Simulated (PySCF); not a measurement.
C2H5NO, SMILES CC(N)=O (connectivity only; charge and spin as stated), charge +1, multiplicity 2.

Coordinates come from a B3LYP-D3(BJ)/def2-SVP optimisation. The multiplicity is an assumed one; other spin states were not compared. One conformer was computed; it need not be the lowest.

Level of theory: PBE/def2-TZVPD (PySCF).

Isolated molecule, no solvent.

Computed frontier levels, dipole moment and polarisability:
```json
{
  "α spin, highest occupied and lowest empty level": "-14.19 and -7.84 eV",
  "β spin, highest occupied and lowest empty level": "-13.98 and -13.02 eV",
  "dipole_moment_about_the_centre_of_nuclear_charge": "2.97 D",
  "mean_static_polarisability": "35.6 bohr³ (5.28 Å³)",
  "polarisability_principal_values": "24.9, 38.8, 43.2 bohr³",
  "⟨S²⟩": "0.753 (pure state 0.75)"
}
```
